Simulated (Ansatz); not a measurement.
Geometry optimisation, Ansatz 0.2.0, RKS B3LYP-D4/def2-SVP.

Input file:

```yaml
crystal:
  periodic: [false, false, false]
  atoms:
    - { symbol: P, position_ang: [-0.6081, -0.4777, 0.3761] }
    - { symbol: S, position_ang: [0.4107, 1.191, -0.44] }
    - { symbol: H, position_ang: [0.3176, -1.4192, 0.234] }
    - { symbol: H, position_ang: [-1.2683, -0.8141, -0.814] }
    - { symbol: H, position_ang: [1.198, 1.4464, 0.6024] }
basis:
  gaussian: { orbitals: def2-SVP }
hamiltonian:
  xc: b3lyp
  dispersion: d4
relax:
  f_tol: 0.02
  max_steps: 40
scf:
  lower_state_search: "off"
```

Command:

```bash
$ ansatz run input.yaml --threads 1 --pin off --max-ram 2048MiB --backend cpu --events-out ev --progress --plain --runs-dir out
```

Question: Where does it end, and by what steps?

Answer: It converged. After 5 steps the energy has fallen by 0.270 eV; H5 moved furthest, 0.48 Å.

| step | energy less start (eV) | largest force component (eV/Å) | accepted |
| --- | --- | --- | --- |
| 0 | 0.0000 | 2.000 | yes |
| 1 | -0.1652 | 1.304 | yes |
| 2 | -0.2134 | 0.780 | yes |
| 3 | -0.2599 | 0.186 | yes |
| 4 | -0.2628 | 0.298 | yes |
| 5 | -0.2702 | 0.012 | yes |

```xyz
5
Properties=species:S:1:pos:R:3
P -0.473 -0.509 0.434
S 0.795 0.981 -0.480
H 0.279 -1.657 0.032
H -1.390 -0.649 -0.653
H 0.839 1.760 0.626
```

Whether the end is a true minimum wasn't checked by a vibrational analysis.

Run time: 4.1 s on 1 thread of Arm Neoverse V2, on a shared host, peak memory 0.099 GiB.
